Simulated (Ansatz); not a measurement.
The first iterations of a band of C$_{2}$H$_{5}$S (8 atoms, charge 0, multiplicity 2).

The calculation used Ansatz, UKS r2SCAN-D4/STO-3G.

* movable images: 7
* climbing image: yes
* spring: 5.0 eV/Å²
* optimiser: quadratic models (default)
* start path: through a guess of the saddle point
* force threshold: 0.05 eV/Å
* iteration limit: 60
* end points: relaxed

Initial state:

```xyz
8
Properties=species:S:1:pos:R:3
C -0.792 1.052 -0.760
S 0.894 0.640 -0.518
C 0.656 -0.875 0.475
H -1.538 0.707 -0.040
H -0.986 2.000 -1.267
H 0.087 -0.667 1.394
H 1.645 -1.261 0.756
H 0.127 -1.653 -0.096
```

Final state:

```xyz
8
Properties=species:S:1:pos:R:3
C -0.797 1.198 -0.486
S 0.888 0.794 -0.227
C 0.656 -0.882 0.460
H -0.991 2.145 -0.993
H -1.526 0.396 -0.625
H 0.094 -0.857 1.406
H 1.647 -1.314 0.655
H 0.122 -1.536 -0.246
```

| iteration | highest image above the first end (eV) | largest band force component (eV/Å) |
| --- | --- | --- |
| 1 | 3.834 | 23.147 |
| 2 | 0.402 | 2.170 |

**Question.** Does the band converge within its limit, and where does its top end?

**Answer.** The forces met the threshold. It ended after 7 iterations with the highest image 0.318 eV above the first end. A vibrational analysis at the climbing image gives one clearly imaginary mode, 413i cm⁻¹: a first-order saddle point. Limits of this set-up: minimal basis.

The run took 4.2 min on 1 thread of Intel(R) Xeon(R) Processor @ 2.50GHz (Skylake/Cascade Lake), on a shared host, peak memory 0.15 GiB.
